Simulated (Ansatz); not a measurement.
**LO phonon frequency at L of rock-salt LiH at several levels of theory**

No measured value is used here.

```tsv
level (code)	value (cm⁻¹)	cell (Å³/atom)
LDA (Ansatz)	1077	7.46
PBE (Ansatz)	1065	8.04
r²SCAN (Ansatz)	(withheld)	8.03
```

Q: Fill in the missing entries.

A: 
- r²SCAN (Ansatz, a quantum-chemistry and plane-wave program), value (cm⁻¹): 1102

Each level is taken at its own relaxed cell. Cutoffs differ between the levels. Ansatz's density-functional and Hartree–Fock values are scalar-relativistic unless marked +SOC, with PAW data made under PBE.
